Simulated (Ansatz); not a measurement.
A nudged elastic band was laid between two geometries of C3H3O (7 atoms, charge -1, multiplicity 1).

Theory: Ansatz 0.2.0, RKS PBE/def2-SVP.

```yaml
movable_images: 9
climbing_image: yes
spring: 5.0 eV/Å²
optimiser: quadratic models (default)
start_path: through a guess of the saddle point
force_threshold: 0.05 eV/Å
iteration_limit: 60
end_points: relaxed
```

Image 0:

```xyz
7
Properties=species:S:1:pos:R:3
O -1.537 -1.287 0.781
C -0.541 -0.684 0.325
C 0.728 -0.551 -0.120
C -0.057 0.738 -0.138
H 1.724 -0.957 -0.365
H 0.124 1.555 0.617
H -0.441 1.187 -1.099
```

Image 10:

```xyz
7
Properties=species:S:1:pos:R:3
O -0.507 -1.555 0.498
C 0.139 -0.405 0.040
C 1.265 0.116 -0.441
C -0.146 0.989 -0.163
H 0.190 -2.241 0.416
H -0.188 1.731 0.682
H -0.753 1.365 -1.033
```

Task: What changes between the two ends?

Result: Bonds broken: C3–H5. Bonds formed: O1–H5.

Task: What energy profile does the band end with?

Result: It converged. The highest image is number 6 of 0 to 10, 340.2 kJ/mol above the first end and 152.0 kJ/mol above the last; the last end lies 188.1 kJ/mol above the first. A vibrational analysis at the climbing image gives one clearly imaginary mode, 1782i cm⁻¹: a first-order saddle point. The orbitals stay closed-shell, which can raise the energy where a bond breaks towards radicals; this wasn't checked here. Limits of this set-up: an anion without diffuse functions, the dipole of an ion depends on the origin.

```csv
image,path coordinate (Å),energy (kJ/mol),C3–H5 (Å),O1–H5 (Å)
0,0.00,0.0,1.10,3.47
1,0.36,4.4,1.10,3.34
2,0.72,24.7,1.10,3.00
3,1.08,66.4,1.11,2.58
4,1.43,133.5,1.13,2.14
5,1.79,246.3,1.26,1.72
6,2.15,340.2,1.55,1.33
7,2.50,270.9,1.91,1.04
8,2.85,216.4,2.31,0.99
9,3.20,193.3,2.62,0.98
10,3.55,188.1,2.73,0.98
```

Task: What is the geometry of the highest image?

Result: 
```xyz
7
Properties=species:S:1:pos:R:3
O -0.746 -1.641 0.513
C -0.099 -0.444 0.426
C 1.140 -0.194 -0.079
C -0.091 0.891 -0.133
H 0.407 -1.555 -0.151
H 0.002 1.794 0.519
H -0.613 1.149 -1.096
```

Task: What are the harmonic wavenumbers there?

Result: 1782i, 363, 397, 586, 812, 891, 921, 990, 997, 1211, 1400, 1644, 1854, 2798, 2879 cm⁻¹.

The run took 4.5 min on 1 thread of Intel(R) Xeon(R) Processor @ 2.70GHz, on a shared host, peak memory 0.13 GiB.
